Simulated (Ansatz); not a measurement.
The same path of H3P + H4OSi (10 atoms, charge 0, multiplicity 1) was run twice with different band settings. Lost on the way: Si1–O2, P7–H10. Made: Si1–P7, O2–H10.

All numbers below come from RKS LDA/6-31G* (Ansatz 0.2.0).

Relaxed end points:

```xyz
10
Properties=species:S:1:pos:R:3
Si -0.212 0.206 0.028
O -0.066 0.222 1.686
H -0.901 0.182 2.192
H 1.183 0.307 -0.500
H -1.022 1.373 -0.471
H -0.858 -1.050 -0.496
P 1.753 -2.848 1.301
H 0.663 -3.156 0.412
H 2.416 -2.062 0.294
H 1.066 -1.687 1.816
```

```xyz
10
Properties=species:S:1:pos:R:3
Si 0.351 -0.257 -0.383
O -0.587 -0.321 2.211
H -0.976 -1.178 2.480
H 0.918 -0.223 -1.782
H 0.470 1.130 0.165
H -1.081 -0.676 -0.497
P 1.566 -1.700 0.869
H 0.638 -2.785 0.707
H 2.436 -2.192 -0.166
H 0.288 -0.309 2.658
```

Common settings: movable images 5; climbing image yes; optimiser quadratic models (default); start path through a guess of the saddle point; force threshold 0.05 eV/Å; iteration limit 60; end points relaxed.

| run | spring |
| --- | --- |
| 1 | 5.0 eV/Å² |
| 2 | 0.5 eV/Å² |

Task: What does each run give, and how far can it be trusted?

Result: Run 1: converged after 17 iterations, highest image 1.487 eV above the first end. Neighbouring images differ by up to 1.3 eV, so the band resolves the path poorly. A vibrational analysis at the climbing image gives one clearly imaginary mode, 457i cm⁻¹: a first-order saddle point.
Run 2: converged after 35 iterations, highest image 1.487 eV above the first end. Neighbouring images differ by up to 1.3 eV, so the band resolves the path poorly. Another band between the same ends (5 images) ends at a top of the same energy, where a vibrational analysis finds 1 clearly imaginary mode.
The orbitals stay closed-shell, which can raise the energy where a bond breaks towards radicals; this wasn't checked here.
